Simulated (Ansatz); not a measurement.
The parent structure is Cr in the bcc (W type) structure (space group Im-3m, No. 229; a = 2.8479 Å; non-magnetic).

The values are results of PBE in Ansatz (plane waves to 420 eV, PAW, no spin-orbit coupling), earlier PAW set, not measurements.

It is then changed as follows: W takes the place of Cr on all its sites, then cell and atoms are relaxed.

Measured lattice parameter a: Cr 2.877 Å (static lattice; corrected from measurement; as listed in H. Levämäki et al., Physical Review B (2014)); W 3.16 Å (static lattice; corrected from measurement; as listed in Daniel Mejia-Rodriguez, S. B. Trickey, Phys. Rev. B (2018)).

Problem. How well does PBE reproduce the measured shift?

Solution. With PBE the lattice parameter a moves by +0.336 Å (2.848 → 3.184) against +0.283 Å measured.

Whether these cells are dynamically stable was not tested. Starting moments died away, wholly or in part, for the base; another magnetic solution may exist. The final runs are not spin-polarised. Real Cr is antiferromagnetic at low temperature and ambient pressure, an order that this cell doesn't hold.

Ansatz is a program for electronic structure.
